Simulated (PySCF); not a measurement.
Species: C2H5F3N (charge +1).
Cartesian coordinates in Å at the GFN2-xTB level; atoms count from 1:
```
atom  x, y, z in Å
N1    -1.191    0.252    0.478
C2    -0.110   -0.639   -0.009
C3     1.211    0.162   -0.038
F4     1.062    1.226   -0.833
F5     2.220   -0.565   -0.456
F6     1.469    0.627    1.189
H7    -1.292    1.071   -0.148
H8    -0.969    0.604    1.425
H9    -2.093   -0.244    0.515
H10    0.019   -1.498    0.657
H11   -0.322   -0.995   -1.022
```

A PySCF run (density fitting, gas phase, GFN2-xTB geometry) gave HOMO -14.17 eV, LUMO -5.85 eV.

Task: Which of these levels was it?
A. revPBE/cc-pVDZ
B. KT2/MINI
C. OPBE/def2-SVP

Result: C. It is OPBE/def2-SVP. All candidates on this geometry:

| level and settings | kind | basis functions | SCF cycles | E (Eh) | HOMO (eV) | LUMO (eV) |
| --- | --- | --- | --- | --- | --- | --- |
| revPBE/cc-pVDZ, start guess huckel | GGA | 109 | 17 | -433.1262 | -13.89 | -5.98 |
| OPBE/def2-SVP, start guess sap, energy threshold 1e-08 Eh | GGA | 109 | 12 | -432.7183 | -14.17 | -5.85 |
| KT2/MINI, grid level 4 | GGA | 35 | 12 | -436.1425 | -14.60 | -5.99 |

The nearest other candidate, by the summed differences of HOMO and LUMO, is revPBE/cc-pVDZ: its HOMO differs by +0.28 eV and its LUMO by -0.13 eV. Cycle counts include a coarse-grid stage where the run had one. KT2 was designed for NMR shieldings or shifts; total energies of different functionals aren't comparable.
